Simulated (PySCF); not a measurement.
Gas-phase reaction: 2 SiCl₄ + 2 SiH₃ ⇌ 2 H₃SiSiCl₃ + Cl₂

Energies from PySCF (xtb for GFN2), thermal terms from the rigid-rotor harmonic-oscillator model, ideal gas at 1 bar. † marks an energy on the PBE0/def2-TZVP geometry and frequencies; other levels use their own. MP2 freezes the core. 6-31G* has spherical d functions here. Open shells (unrestricted): SiH₃ (multiplicity 2); the rest are closed-shell singlets. GFN2 has no spin-polarisation term. B3LYP is the form with VWN-RPA correlation. H₃SiSiCl₃: computed as isolated molecules; such fragments, hydroxides, amides, oligomers or adducts are transient or little studied in the gas. MP2 isn't extrapolated to the basis-set limit; its ΔH°(298 K) is 94.1 kJ in def2-SVP and 63.7 kJ in def2-TZVPP. The harmonic model lacks anharmonicity and excited electronic states, which grow with temperature; levels with a mode under 35 cm⁻¹ are left out. Internal rotation in H₃SiSiCl₃ is treated as a harmonic vibration of one conformer, which makes the entropy rough.

```tsv
level	ΔE electronic, kJ	ΔH°(298 K), kJ	ΔS°(298 K), J/K	ΔG°(2000 K), kJ
B3LYP/6-31G*	10	23	-125	242
GFN2-xTB	-106	-98	-109	90
HF/6-31G*	112	125	-127	351
MP2/def2-SVP†	82	94	-122	306
PBE/def2-TZVP†	1	13	-122	225
PBE0/def2-QZVP†	17	29	-122	241
PBE0/def2-TZVP	19	31	-122	243
r2SCAN/def2-TZVP†	43	55	-122	267
LDA/def2-TZVP†	-31	-19	-122	193
ωB97X-V/def2-TZVP†	5	17	-122	229
```
ΔH° is lowest at GFN2-xTB and highest at HF/6-31G*. No reference value is set beside these.
